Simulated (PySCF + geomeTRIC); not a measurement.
A geometry relaxed with B3LYP-D3(BJ)/def2-TZVP run with PySCF + geomeTRIC, charge 0, multiplicity 1:

```xyz
6

H     -0.8610    -0.3159     0.9760
H     -0.8651     1.0004    -0.2113
N      2.1153     0.0013    -0.0058
C      0.9660     0.0006    -0.0027
C     -0.4884    -0.0003     0.0013
H     -0.8656    -0.6860    -0.7576
```

### Question
Write the SMILES of this molecule.

### Answer
`CC#N`
